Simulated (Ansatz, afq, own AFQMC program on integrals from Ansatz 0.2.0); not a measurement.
Two steps: Ansatz 0.2.0 writes the Fock matrix and Cholesky factors of the valence space, and afq projects on them the lowest state that overlaps trial and start.

```yaml
crystal:
  periodic: [false, false, false]
  atoms:
    - {symbol: B, position_ang: [0.000000, 0.000000, 3.441870]}
    - {symbol: Al, position_ang: [0.000000, 0.000000, -1.233130]}
    - {symbol: H, position_ang: [0.000000, -1.411327, -1.953637]}
    - {symbol: H, position_ang: [0.000000, 1.411327, -1.953637]}
basis:
  gaussian: {orbitals: cc-pVDZ}
magnetization: {spin_polarized: true, initial_magnetization: 2}
correlation: {method: ccsd_t, electrons: outside_noble_gas, hamiltonian_folder: ham}
```

```sh
$ ansatz run in.yaml --threads 1 --pin off --events-out ev --progress --plain --max-ram 1382MiB
```

afq runs on the folder ham with

```
--method phaseless --trial cisd --walkers 60 --populations 1 --least-time 40 --time-step 0.005 --steps-per-block 50 --equilibration-blocks 40 --max-blocks 300 --target-error 0.00068 --factor-cut 1e-05 --start spin_pure --seed 6934 --release-times 0.24,0.51,0.99,1.62,2.4 --release-step 0.03 --release-every 4 --taylor-order 6
```

Times are imaginary, in 1/Eh. The walk had a cap of 932 s.

Output of the walk:

```
orbitals 36  electrons 5 3  factors 240 of 399
reference energy -267.55535270 Eh
CCSD correlation -0.13422862 Eh in 15 cycles, weight of the determinant in the CISD state 0.8863
energy of the start -267.689470 Eh
 block  time / (1/Eh)  mean weight  energy / Eh
     1     0.250  1.0011  -267.687993
     2     0.500  1.0005  -267.687853
     3     0.750  1.0006  -267.688478
     4     1.000  1.0010  -267.688866
     5     1.250  1.0006  -267.689407
     9     2.250  0.9998  -267.690428
    21     5.250  0.9999  -267.691310
    31     7.750  0.9997  -267.694064
    41    10.250  1.0004  -267.692133
    61    15.250  0.9996  -267.690879
    66    16.500  0.9993  -267.689321
    81    20.250  1.0008  -267.690818
   101    25.250  1.0008  -267.692645
   121    30.250  1.0004  -267.691907
   141    35.250  0.9998  -267.692307
   161    40.250  1.0015  -267.691353
   181    45.250  0.9995  -267.689628
   196    49.000  1.0017  -267.689376
blocks merged  error / Eh  count
     1  0.000101  160
     2  0.000126  80
     4  0.000143  40
     8  0.000169  20
    16  0.000148  10
released: time / (1/Eh)  energy / Eh  error  mean overlap
  0.24  -267.691930  0.000210  0.9903
  0.51  -267.691756  0.000211  0.9925
  0.99  -267.691636  0.000257  1.0146
  1.62  -267.691714  0.000293  1.0434
  2.40  -267.691876  0.000266  1.0666
energy -267.691665 +/- 0.000169 Eh
(rows thinned)
```

The run passed its tests (sampling time, drift between the halves within three errors, error under three times the target), which doesn't prove that it has relaxed.

Against this walk (error 4.6 meV) on the same determinant: CCSD(T) 4.4 meV higher (within the noise), CCSDT(Q) 18.9 meV lower. The error is statistical and leaves out the bias of the constraint. Released to 2.40 1/Eh the energy moves by -6 ± 9 meV (both errors), within twice the noise.

Cautions: constraint bias not in the error; lower spins were not checked.

The walk took 2.8 min on 1 thread of Intel(R) Xeon(R) Platinum 8488C (Sapphire Rapids), with other jobs on the host. The log's last line is the phaseless energy.

CCSDT and higher add their correlation energy to the determinant of the CCSD(T) run, since their own runs factorise the integrals more tightly (a shift of under 2 meV). A walk keeps the symmetry of its determinant, which the program's search chose and which needn't be the lowest solution, so a lower state of the same spin and another symmetry isn't excluded.
